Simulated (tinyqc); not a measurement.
Inside a calculation. Method: geometry optimisation on the RHF/sto-3g surface (energies and gradients from PySCF), for H2F+, spin multiplicity 1. One step of it, computed by the program tinyqc.

Task: Step 3: move. Quasi-Newton step p = -H^(-1) g (the inverse Hessian comes from BFGS updates; coordinates in the order x, y, z of each atom); steps longer than 0.5 bohr are cut back.

positions after step 2 (bohr):
```
            x          y          z
1F  -0.040859   0.030713  -0.214377
2H   0.018358   1.568805   0.935234
3H   0.116987  -1.629754   0.902418
```

gradient (hartree/bohr):
```
              x            y            z
1F  -0.00795727   0.03087178  -0.07416240
2H   0.00157279   0.03355115   0.02806507
3H   0.00638447  -0.06442293   0.04609732
```

inverse Hessian in use (bohr^2/hartree):
```
           1          2          3          4          5          6          7          8
1   1.663382   0.021363  -0.027700   0.000277   0.011109   0.006698   0.003008  -0.032472
2   0.021363   1.236345   0.081639   0.001867   0.224846   0.095874  -0.023231   0.205476
3  -0.027700   0.081639   1.399772   0.003573   0.194132   0.103628   0.024126  -0.275770
4   0.000277   0.001867   0.003573   1.666657  -0.006052  -0.002146  -0.000267   0.004184
5   0.011109   0.224846   0.194132  -0.006052   1.357698  -0.168802  -0.005058   0.084123
6   0.006698   0.095874   0.103628  -0.002146  -0.168802   1.586783  -0.004552   0.072928
7   0.003008  -0.023231   0.024126  -0.000267  -0.005058  -0.004552   1.663926   0.028288
8  -0.032472   0.205476  -0.275770   0.004184   0.084123   0.072928   0.028288   1.377068
9   0.021001  -0.177512   0.163267  -0.001428  -0.025330  -0.023744  -0.019574   0.202842

           9
1   0.021001
2  -0.177512
3   0.163267
4  -0.001428
5  -0.025330
6  -0.023744
7  -0.019574
8   0.202842
9   1.527143
```

Give: positions after step 3.

Result:

positions after step 3 (bohr):
```
          x        y        z
1F  -0.0340   0.0101  -0.1482
2H   0.0165   1.5422   0.9070
3H   0.1119  -1.5825   0.8645
```
